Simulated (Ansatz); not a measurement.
Species: CH₃, net charge 1, singlet state. 
Geometry from a B3LYP-D3(BJ)/def2-TZVP (Ansatz, a program for electronic structure) optimisation:
```xyz
4

C      0.0000     0.0000     0.0000
H     -0.0100     1.0916    -0.0207
H      0.9502    -0.5376    -0.0134
H     -0.9402    -0.5540     0.0341
```
Charge +1, spin multiplicity 1.

Parts of the frozen-core correlation energy in cc-pVDZ (Ansatz, hartree). Frozen orbitals: 1; correlated occupied orbitals by spin: 3 and 3; virtual: 25 and 25. Spin-orbit coupling is left out. Non-relativistic.

```csv
term,value
reference (HF),-39.23574
MP2 opposite-spin,-0.09190
MP2 same-spin,-0.01402
CCSD correlation,-0.12961
(T),-0.00184
FCI minus CCSD(T),-0.00042
CCSDT minus CCSD(T),-0.00035
CCSDT(Q) minus CCSD(T),-0.00041
T1 diagnostic,0.004
largest doubles amplitude,0.059
```
